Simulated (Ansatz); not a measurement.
# PBE/STO-3G run of CH5Al (AlH2Me)

What is the energy change on altering one bond length of CH5Al (AlH2Me) at PBE/STO-3G? 

Program for the calculation: Ansatz 0.2.0.

56 further runs of the same task are left out: 2 that didn't finish, 54 set aside as unsound or not needed.

## Step 1: The system as given

CH5Al has 7 atoms, charge 0, and is taken as a singlet. SMILES: `[H][Al]([H])[CH3]`. Geometry: a GFN2-xTB relaxation, a rough one for these elements and not checked as a minimum.

Bond lengths: Al1–C4 1.985 Å, Al1–H2 1.551 Å, Al1–H3 1.551 Å, C4–H5 1.097 Å, C4–H6 1.098 Å, C4–H7 1.098 Å. Angles: Al1–C4–H5 113.2°, Al1–C4–H6 112.2°, Al1–C4–H7 112.2°, H2–Al1–C4 123.8°, H3–Al1–C4 123.7°, H5–C4–H6 106.1°, H5–C4–H7 105.9°, H6–C4–H7 106.7°, H2–Al1–H3 112.5°.

## Step 2: The energy at PBE/STO-3G

molecule.yaml reads:

```yaml
basis:
  gaussian:
    orbitals: STO-3G
crystal:
  periodic: [false, false, false]
  atoms:
    - {symbol: Al, position_ang: [0.532240, 0.925980, -0.002840]}
    - {symbol: H, position_ang: [2.079610, 1.030730, 0.039470]}
    - {symbol: H, position_ang: [-0.157080, 2.315610, -0.032820]}
    - {symbol: C, position_ang: [-0.456800, -0.794540, -0.002750]}
    - {symbol: H, position_ang: [-0.578610, -1.223840, -1.005100]}
    - {symbol: H, position_ang: [-1.469240, -0.690290, 0.408830]}
    - {symbol: H, position_ang: [0.049890, -1.563640, 0.595200]}
hamiltonian:
  xc: {name: PBE}
accuracy: high
```

Run with:

```bash
ansatz run molecule.yaml --threads 1 --pin off --max-ram 2610MiB --events-out events.jsonl --progress --plain --runs-dir runs
```

Output:

```text
Warning: RAYON_NUM_THREADS=1 ignored (pool sized by the plan → 1); use --threads N
Functional definition: PBE
  name "PBE"
  parameter kappa = 0.804
  parameter beta = 0.06672455060314922
  exchange = pbe_x(kappa = kappa, mu = beta*pi^2/3)
  correlation = pbe_c(beta = beta)
336 factors; integrals over basis functions are off by at most 1.4e-8 eV
mean field evaluation 1: about -7615.0688 eV, gradient 2.3e1 eV
mean field evaluation 2: about -7615.2353 eV, gradient 2.2e1 eV
mean field evaluation 4: about -7616.8740 eV, gradient 4.6e-1 eV
mean field evaluation 8: about -7616.7969 eV, gradient 5.3e-3 eV
mean field evaluation 16: about -7616.7969 eV, gradient 6.5e-9 eV
mean field -7616.79686813 eV, -279.9121220534 hartree, gradient 7.6e-9 eV, S^2 0.000000; 0 other end points of the search recorded, 0 dependent functions left out
reference -7616.79687024 eV, -279.9121221308 hartree; 12, 12 occupied and 7, 7 virtual orbitals, 336 factors
Total energy: -7616.79687024 eV, -279.9121221308 hartree
```

Run time: 1 s. Hardware: 1 thread of Arm Neoverse V2, shared host; peak memory 0.098 GiB.

## Step 3: The distorted shape at the same level

run.yaml reads:

```yaml
crystal:
  periodic: [false, false, false]
  atoms:
    - {symbol: Al, position_ang: [0.704585, 0.578543, 0.004656]}
    - {symbol: H, position_ang: [2.251955, 0.683293, 0.046966]}
    - {symbol: H, position_ang: [-0.157080, 2.315610, -0.032820]}
    - {symbol: C, position_ang: [-0.284455, -1.141977, 0.004746]}
    - {symbol: H, position_ang: [-0.406265, -1.571277, -0.997604]}
    - {symbol: H, position_ang: [-1.296895, -1.037727, 0.416326]}
    - {symbol: H, position_ang: [0.222235, -1.911077, 0.602696]}
basis:
  gaussian: {orbitals: STO-3G}
accuracy: high
hamiltonian: {xc: {name: PBE}}
```

Run with:

```bash
ansatz run run.yaml --threads 1 --pin off --max-ram 2610MiB --events-out events.jsonl --progress --plain --runs-dir runs
```

Output (excerpt; [...] marks lines left out):

```text
Warning: RAYON_NUM_THREADS=1 ignored (pool sized by the plan → 1); use --threads N
[... 6 set-up lines as earlier in the session ...]
334 factors; integrals over basis functions are off by at most 7.7e-9 eV
mean field evaluation 1: about -7613.1202 eV, gradient 2.6e1 eV
mean field evaluation 2: about -7611.7306 eV, gradient 3.1e1 eV
mean field evaluation 4: about -7615.7134 eV, gradient 9.5e-1 eV
mean field evaluation 8: about -7615.6280 eV, gradient 1.1e-2 eV
mean field evaluation 16: about -7615.6280 eV, gradient 3.4e-8 eV
mean field -7615.62799026 eV, -279.8691665840 hartree, gradient 3.4e-8 eV, S^2 0.000000; 0 other end points of the search recorded, 0 dependent functions left out
reference -7615.62799242 eV, -279.8691666635 hartree; 12, 12 occupied and 7, 7 virtual orbitals, 334 factors
Total energy: -7615.62799242 eV, -279.8691666635 hartree
```

Run time: 1 s. Hardware: 1 thread of Arm Neoverse V2, shared host; peak memory 0.098 GiB.

## Step 4: What came out

Level: PBE/STO-3G.

| quantity | value |
| --- | --- |
| first shape: total energy | -279.91212 Eh |
| distorted shape: total energy | -279.86917 Eh |
| energy change with the Al1–H3 bond stretched from 1.551 to 1.939 Å | 1.169 eV |

**Reading.** With the Al1–H3 bond stretched from 1.551 to 1.939 Å the energy rises by 1.17 eV (27 kcal/mol). The first shape isn't relaxed at this level, so the change isn't measured from a minimum. The minimal basis adds a large error of its own.
